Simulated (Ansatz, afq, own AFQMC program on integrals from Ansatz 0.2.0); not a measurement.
AFQMC on a folder of integrals that Ansatz 0.2.0 wrote.

```yaml
crystal:
  periodic: [false, false, false]
  atoms:
    - {symbol: Ga, position_ang: [0.000000, 0.000000, 0.000000]}
    - {symbol: Br, position_ang: [0.000000, 0.000000, 2.245200]}
basis:
  gaussian: {orbitals: cc-pVDZ}
total_charge: 1
magnetization: {spin_polarized: true, initial_magnetization: 1}
correlation: {method: ccsd_t, electrons: outside_noble_gas, hamiltonian_folder: ham}
```

```sh
$ ansatz run in.yaml --threads 1 --pin off --events-out ev --progress --plain --max-ram 1382MiB
```

afq runs on the folder ham with

```
--method phaseless --trial mp1 --walkers 20 --populations 1 --least-time 40 --time-step 0.005 --steps-per-block 10 --equilibration-blocks 120 --max-blocks 400 --target-error 0.00072 --factor-cut 1e-05 --start spin_pure --seed 5078 --taylor-order 6
```

Times are imaginary, in 1/Eh. The walk had a cap of 204 s. Filled inner d shells are frozen with the cores.

```
orbitals 26  electrons 5 4  factors 192 of 639
reference energy -4495.36228628 Eh
CCSD correlation -0.15258682 Eh in 11 cycles, weight of the determinant in the CISD state 0.9076
energy of the start -4495.499732 Eh
 block  time / (1/Eh)  mean weight  energy / Eh
     1     0.050  0.9986  -4495.500221
     2     0.100  0.9994  -4495.501099
     3     0.150  1.0000  -4495.501558
     4     0.200  1.0006  -4495.502682
     5     0.250  1.0001  -4495.503092
     9     0.450  1.0013  -4495.505951
    40     2.000  0.9981  -4495.521589
    92     4.600  0.9998  -4495.513877
   144     7.200  1.0002  -4495.516863
   196     9.800  0.9987  -4495.522330
   248    12.400  1.0007  -4495.520823
   300    15.000  1.0017  -4495.519574
   352    17.600  1.0000  -4495.518512
   404    20.200  1.0009  -4495.523148
   443    22.150  1.0004  -4495.526418
   456    22.800  0.9986  -4495.517819
   508    25.400  1.0004  -4495.513199
blocks merged  error / Eh  count
     1  0.000158  400
     2  0.000212  200
     4  0.000277  100
     8  0.000341  50
    16  0.000381  25
    32  0.000428  12
energy -4495.519169 +/- 0.000381 Eh
(rows thinned)
```

(1) Estimate how long the walk took on 1 thread of AMD EPYC 9R14 (Zen 4), on a shared host.

The run failed at least one of its tests; the cautions name the faults.

Against this walk (error 10.4 meV) on the same determinant: CCSD(T) 5.3 meV lower (within the noise), CCSDT(Q) 36.1 meV lower, a separate phaseless walk with a CISD trial and standard settings 5.5 ± 13.4 meV lower (within the noise). The error is statistical and leaves out the bias of the constraint. CCSDT(Q) is the surest value here, so the walk's 36 meV above it is most likely the bias of the constraint with this trial, which can have either sign, or comes from the drawn settings.

Cautions: constraint bias not in the error; error not settled; no relativity below Rb; no spin-orbit coupling; inner d shell frozen; the sampling time fell short of the least asked; so few walkers bias the energy.

## Answers

(1) 15 s of wall time.

CCSDT and higher add their correlation energy to the determinant of the CCSD(T) run, since their own runs factorise the integrals more tightly (a shift of under 2 meV). A walk keeps the symmetry of its determinant, which the program's search chose and which needn't be the lowest solution, so a lower state of the same spin and another symmetry isn't excluded.
